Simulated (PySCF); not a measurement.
PySCF input (wB97M-V/aug-cc-pVTZ):

```python
import numpy as np, basis_set_exchange as bse
from pyscf import gto, scf, dft, df

basis = {'H': gto.basis.parse(bse.get_basis('aug-cc-pVTZ', elements=['H'], fmt='nwchem')), 'N': gto.basis.parse(bse.get_basis('aug-cc-pVTZ', elements=['N'], fmt='nwchem'))}
mol = gto.M(
    atom='''
    N     0.00224146   -0.00382052    0.11155442
    H    -0.00202883    0.95117179   -0.22808750
    H     0.80949996   -0.46442426   -0.29287493
    H    -0.82316134   -0.46000387   -0.25991854
    ''',
    basis=basis,
    charge=0,
    verbose=4,
    max_memory=1839,
)
mf = dft.RKS(mol, xc='wb97m-v')
mf.nlc = 'vv10'
mf = mf.density_fit(auxbasis=df.autoaux(mol))
mf.conv_tol = 1e-9
mf.max_cycle = 100
mf.grids.level = 1
print('smallest overlap eigenvalue', np.linalg.eigvalsh(mol.intor('int1e_ovlp'))[0])
mf.kernel()
dip = mf.dip_moment()
```

Output:

```
PySCF version 2.14.0

[INPUT] verbose = 4
[INPUT] num. atoms = 4
[INPUT] num. electrons = 10
[INPUT] charge = 0
[INPUT] spin (= nelec alpha-beta = 2S) = 0
[INPUT] symmetry False subgroup None
[INPUT] Mole.unit = angstrom
[INPUT] Symbol           X                Y                Z      unit          X                Y                Z       unit  Magmom
[INPUT]  1 N      0.002241460000  -0.003820520000   0.111554420000 AA    0.004235745519  -0.007219736453   0.210807301785 Bohr   0.0
[INPUT]  2 H     -0.002028830000   0.951171790000  -0.228087500000 AA   -0.003833933053   1.797454180512  -0.431022907437 Bohr   0.0
[INPUT]  3 H      0.809499960000  -0.464424260000  -0.292874930000 AA    1.529733222246  -0.877634657004  -0.553453406451 Bohr   0.0
[INPUT]  4 H     -0.823161340000  -0.460003870000  -0.259918540000 AA   -1.555549488930  -0.869281330540  -0.491174855297 Bohr   0.0

nuclear repulsion = 11.935771654522
number of shells = 26
number of NR pGTOs = 133
number of NR cGTOs = 115
basis = {'H': [[0, [33.87, 0.0, 0.006068, 0.0], [5.095, 0.0, 0.045308, 0.0], [1.159, 0.0, 0.202822, 0.0], [0.3258, 1.0, 0.503903, 0.0], [0.1027, 0.0, 0.383421, 1.0]], [0, [0.02526, 1.0]], [1, [1.407, 1.0, 0.0], [0.388, 0.0, 1.0]], [1, [0.102, 1.0]], [2, [1.057, 1.0]], [2, [0.247, 1.0]]], 'N': [[0, [11420.0, 0.000523, 0.0, -0.000115, 0.0], [1712.0, 0.004045, 0.0, -0.000895, 0.0], [389.3, 0.020775, 0.0, -0.004624, 0.0], [110.0, 0.080727, 0.0, -0.018528, 0.0], [35.57, 0.233074, 0.0, -0.057339, 0.0], [12.54, 0.433501, 0.0, -0.132076, 0.0], [4.644, 0.347472, 0.0, -0.17251, 0.0], [1.293, 0.041262, 1.0, 0.151814, 0.0], [0.5118, -0.008508, 0.0, 0.599944, 0.0], [0.1787, 0.002384, 0.0, 0.387462, 1.0]], [0, [0.0576, 1.0]], [1, [26.63, 0.0, 0.01467, 0.0], [5.948, 0.0, 0.091764, 0.0], [1.742, 0.0, 0.298683, 0.0], [0.555, 1.0, 0.498487, 0.0], [0.1725, 0.0, 0.337023, 1.0]], [1, [0.0491, 1.0]], [2, [1.654, 1.0, 0.0], [0.469, 0.0, 1.0]], [2, [0.151, 1.0]], [3, [1.093, 1.0]], [3, [0.364, 1.0]]]}
ecp = {}
ETB for H: l = 0, exps = 0.05052 * 1.8^n , n = 0..12
ETB for H: l = 1, exps = 0.12725999999999998 * 2^n , n = 0..5
ETB for H: l = 2, exps = 0.204 * 2.2^n , n = 0..4
ETB for H: l = 3, exps = 0.349 * 2.2^n , n = 0..3
ETB for N: l = 0, exps = 0.0982 * 1.8^n , n = 0..15
ETB for N: l = 1, exps = 0.0982 * 1.8^n , n = 0..12
ETB for N: l = 2, exps = 0.0982 * 1.8^n , n = 0..11
ETB for N: l = 3, exps = 0.2001 * 2.2^n , n = 0..6
ETB for N: l = 4, exps = 0.302 * 2.2^n , n = 0..4
smallest overlap eigenvalue 0.00027791299664066697

******** <class 'pyscf.df.df_jk.DFRKS'> ********
method = DFRKS
initial guess = minao
damping factor = 0
level_shift factor = 0
DIIS = <class 'pyscf.scf.diis.CDIIS'>
diis_start_cycle = 1
diis_space = 8
diis_damp = 0
SCF conv_tol = 1e-09
SCF conv_tol_grad = None
SCF max_cycles = 100
direct_scf = False
XC library pyscf.dft.libxc version 7.1.2
    S. Lehtola, C. Steigemann, M. J. T. Oliveira, and M. A. L. Marques,  SoftwareX 7, 1–5 (2018)
XC functionals = wb97m-v
    N. Mardirossian and M. Head-Gordon,  J. Chem. Phys. 144, 214110 (2016)
radial grids:
    Treutler-Ahlrichs [JCP 102, 346 (1995); DOI:10.1063/1.469408] (M4) radial grids

becke partition: Becke, JCP 88, 2547 (1988); DOI:10.1063/1.454033
pruning grids: <function nwchem_prune>
grids dens level: 1
symmetrized grids: False
atomic radii adjust function: <function treutler_atomic_radii_adjust>
** Following is NLC and NLC Grids **
NLC functional = vv10
radial grids:
    Treutler-Ahlrichs [JCP 102, 346 (1995); DOI:10.1063/1.469408] (M4) radial grids

becke partition: Becke, JCP 88, 2547 (1988); DOI:10.1063/1.454033
pruning grids: <function nwchem_prune>
grids dens level: 3
symmetrized grids: False
atomic radii adjust function: <function treutler_atomic_radii_adjust>
small_rho_cutoff = 0
Set gradient conv threshold to 3.16228e-05
Initial guess from minao.
tot grids = 12536
tot grids = 43328
******** <class 'pyscf.df.df.DF'> ********
auxbasis = {'H': [[0, [np.float64(58.443121389650436), 1]], [0, [np.float64(32.46840077202801), 1]], [0, [np.float64(18.038000428904454), 1]], [0, [np.float64(10.021111349391363), 1]], [0, [np.float64(5.567284082995202), 1]], [0, [np.float64(3.0929356016640006), 1]], [0, [np.float64(1.7182975564800003), 1]], [0, [np.float64(0.9546097536000001), 1]], [0, [np.float64(0.530338752), 1]], [0, [np.float64(0.29463264000000006), 1]], [0, [np.float64(0.16368480000000002), 1]], [0, [np.float64(0.090936), 1]], [0, [np.float64(0.05052), 1]], [1, [np.float64(4.0723199999999995), 1]], [1, [np.float64(2.0361599999999997), 1]], [1, [np.float64(1.0180799999999999), 1]], [1, [np.float64(0.5090399999999999), 1]], [1, [np.float64(0.25451999999999997), 1]], [1, [np.float64(0.12725999999999998), 1]], [2, [np.float64(4.778822400000001), 1]], [2, [np.float64(2.1721920000000003), 1]], [2, [np.float64(0.9873600000000001), 1]], [2, [np.float64(0.44880000000000003), 1]], [2, [np.float64(0.204), 1]], [3, [np.float64(3.716152000000001), 1]], [3, [np.float64(1.6891600000000002), 1]], [3, [np.float64(0.7678), 1]], [3, [np.float64(0.349), 1]]], 'N': [[0, [np.float64(662.5201085380866), 1]], [0, [np.float64(368.0667269656037), 1]], [0, [np.float64(204.48151498089092), 1]], [0, [np.float64(113.60084165605052), 1]], [0, [np.float64(63.11157869780583), 1]], [0, [np.float64(35.06198816544769), 1]], [0, [np.float64(19.478882314137604), 1]], [0, [np.float64(10.821601285632003), 1]], [0, [np.float64(6.012000714240001), 1]], [0, [np.float64(3.3400003968000003), 1]], [0, [np.float64(1.855555776), 1]], [0, [np.float64(1.03086432), 1]], [0, [np.float64(0.5727024000000001), 1]], [0, [np.float64(0.318168), 1]], [0, [np.float64(0.17676), 1]], [0, [np.float64(0.0982), 1]], [1, [np.float64(113.60084165605052), 1]], [1, [np.float64(63.11157869780583), 1]], [1, [np.float64(35.06198816544769), 1]], [1, [np.float64(19.478882314137604), 1]], [1, [np.float64(10.821601285632003), 1]], [1, [np.float64(6.012000714240001), 1]], [1, [np.float64(3.3400003968000003), 1]], [1, [np.float64(1.855555776), 1]], [1, [np.float64(1.03086432), 1]], [1, [np.float64(0.5727024000000001), 1]], [1, [np.float64(0.318168), 1]], [1, [np.float64(0.17676), 1]], [1, [np.float64(0.0982), 1]], [2, [np.float64(63.11157869780583), 1]], [2, [np.float64(35.06198816544769), 1]], [2, [np.float64(19.478882314137604), 1]], [2, [np.float64(10.821601285632003), 1]], [2, [np.float64(6.012000714240001), 1]], [2, [np.float64(3.3400003968000003), 1]], [2, [np.float64(1.855555776), 1]], [2, [np.float64(1.03086432), 1]], [2, [np.float64(0.5727024000000001), 1]], [2, [np.float64(0.318168), 1]], [2, [np.float64(0.17676), 1]], [2, [np.float64(0.0982), 1]], [3, [np.float64(22.68731879040001), 1]], [3, [np.float64(10.312417632000004), 1]], [3, [np.float64(4.687462560000001), 1]], [3, [np.float64(2.130664800000001), 1]], [3, [np.float64(0.9684840000000001), 1]], [3, [np.float64(0.44022000000000006), 1]], [3, [np.float64(0.2001), 1]], [4, [np.float64(7.074531200000002), 1]], [4, [np.float64(3.2156960000000008), 1]], [4, [np.float64(1.46168), 1]], [4, [np.float64(0.6644), 1]], [4, [np.float64(0.302), 1]]]}
Create RSH-DF object <pyscf.df.df.DF object> for omega=0.3
******** <class 'pyscf.df.df.DF'> ********
auxbasis = auxmol.basis = {'H': [[0, [np.float64(58.443121389650436), 1]], [0, [np.float64(32.46840077202801), 1]], [0, [np.float64(18.038000428904454), 1]], [0, [np.float64(10.021111349391363), 1]], [0, [np.float64(5.567284082995202), 1]], [0, [np.float64(3.0929356016640006), 1]], [0, [np.float64(1.7182975564800003), 1]], [0, [np.float64(0.9546097536000001), 1]], [0, [np.float64(0.530338752), 1]], [0, [np.float64(0.29463264000000006), 1]], [0, [np.float64(0.16368480000000002), 1]], [0, [np.float64(0.090936), 1]], [0, [np.float64(0.05052), 1]], [1, [np.float64(4.0723199999999995), 1]], [1, [np.float64(2.0361599999999997), 1]], [1, [np.float64(1.0180799999999999), 1]], [1, [np.float64(0.5090399999999999), 1]], [1, [np.float64(0.25451999999999997), 1]], [1, [np.float64(0.12725999999999998), 1]], [2, [np.float64(4.778822400000001), 1]], [2, [np.float64(2.1721920000000003), 1]], [2, [np.float64(0.9873600000000001), 1]], [2, [np.float64(0.44880000000000003), 1]], [2, [np.float64(0.204), 1]], [3, [np.float64(3.716152000000001), 1]], [3, [np.float64(1.6891600000000002), 1]], [3, [np.float64(0.7678), 1]], [3, [np.float64(0.349), 1]]], 'N': [[0, [np.float64(662.5201085380866), 1]], [0, [np.float64(368.0667269656037), 1]], [0, [np.float64(204.48151498089092), 1]], [0, [np.float64(113.60084165605052), 1]], [0, [np.float64(63.11157869780583), 1]], [0, [np.float64(35.06198816544769), 1]], [0, [np.float64(19.478882314137604), 1]], [0, [np.float64(10.821601285632003), 1]], [0, [np.float64(6.012000714240001), 1]], [0, [np.float64(3.3400003968000003), 1]], [0, [np.float64(1.855555776), 1]], [0, [np.float64(1.03086432), 1]], [0, [np.float64(0.5727024000000001), 1]], [0, [np.float64(0.318168), 1]], [0, [np.float64(0.17676), 1]], [0, [np.float64(0.0982), 1]], [1, [np.float64(113.60084165605052), 1]], [1, [np.float64(63.11157869780583), 1]], [1, [np.float64(35.06198816544769), 1]], [1, [np.float64(19.478882314137604), 1]], [1, [np.float64(10.821601285632003), 1]], [1, [np.float64(6.012000714240001), 1]], [1, [np.float64(3.3400003968000003), 1]], [1, [np.float64(1.855555776), 1]], [1, [np.float64(1.03086432), 1]], [1, [np.float64(0.5727024000000001), 1]], [1, [np.float64(0.318168), 1]], [1, [np.float64(0.17676), 1]], [1, [np.float64(0.0982), 1]], [2, [np.float64(63.11157869780583), 1]], [2, [np.float64(35.06198816544769), 1]], [2, [np.float64(19.478882314137604), 1]], [2, [np.float64(10.821601285632003), 1]], [2, [np.float64(6.012000714240001), 1]], [2, [np.float64(3.3400003968000003), 1]], [2, [np.float64(1.855555776), 1]], [2, [np.float64(1.03086432), 1]], [2, [np.float64(0.5727024000000001), 1]], [2, [np.float64(0.318168), 1]], [2, [np.float64(0.17676), 1]], [2, [np.float64(0.0982), 1]], [3, [np.float64(22.68731879040001), 1]], [3, [np.float64(10.312417632000004), 1]], [3, [np.float64(4.687462560000001), 1]], [3, [np.float64(2.130664800000001), 1]], [3, [np.float64(0.9684840000000001), 1]], [3, [np.float64(0.44022000000000006), 1]], [3, [np.float64(0.2001), 1]], [4, [np.float64(7.074531200000002), 1]], [4, [np.float64(3.2156960000000008), 1]], [4, [np.float64(1.46168), 1]], [4, [np.float64(0.6644), 1]], [4, [np.float64(0.302), 1]]]}
init E= -56.4010007421919
  HOMO = -0.330413514920213  LUMO = -0.000713195019855561  gap/eV = 8.97160
cycle= 1 E= -56.528820799486  delta_E= -0.128  |g|=  0.3  |ddm|= 3.51
  HOMO = -0.306910704178801  LUMO = 0.0115790012358055  gap/eV = 8.66655
cycle= 2 E= -56.5372070677999  delta_E= -0.00839  |g|= 0.272  |ddm|= 0.711
  HOMO = -0.374710849216203  LUMO = 0.0101974974202648  gap/eV = 10.47389
cycle= 3 E= -56.5510134817896  delta_E= -0.0138  |g|= 0.0213  |ddm|= 0.352
  HOMO = -0.373067531511001  LUMO = 0.0107452715482665  gap/eV = 10.44408
cycle= 4 E= -56.5511174553235  delta_E= -0.000104  |g|= 0.00543  |ddm|= 0.0296
  HOMO = -0.374021699032021  LUMO = 0.010617764599214  gap/eV = 10.46657
cycle= 5 E= -56.5511292571647  delta_E= -1.18e-05  |g|= 0.000788  |ddm|= 0.0142
  HOMO = -0.374064909138504  LUMO = 0.0105954314503478  gap/eV = 10.46714
cycle= 6 E= -56.5511297338581  delta_E= -4.77e-07  |g|= 0.000118  |ddm|= 0.00357
  HOMO = -0.37407576035115  LUMO = 0.0105902296401759  gap/eV = 10.46729
cycle= 7 E= -56.551129750535  delta_E= -1.67e-08  |g|= 1.94e-05  |ddm|= 0.00065
  HOMO = -0.374077513422915  LUMO = 0.0105908281802343  gap/eV = 10.46736
cycle= 8 E= -56.5511297510546  delta_E= -5.2e-10  |g|= 4.32e-06  |ddm|= 7.81e-05
  HOMO = -0.374076853853957  LUMO = 0.0105907098867704  gap/eV = 10.46734
Extra cycle  E= -56.5511297510758  delta_E= -2.12e-11  |g|= 2.02e-06  |ddm|= 1.08e-05
converged SCF energy = -56.5511297510758
Dipole moment(X, Y, Z, Debye): -0.03023,  0.05153, -1.50461
```
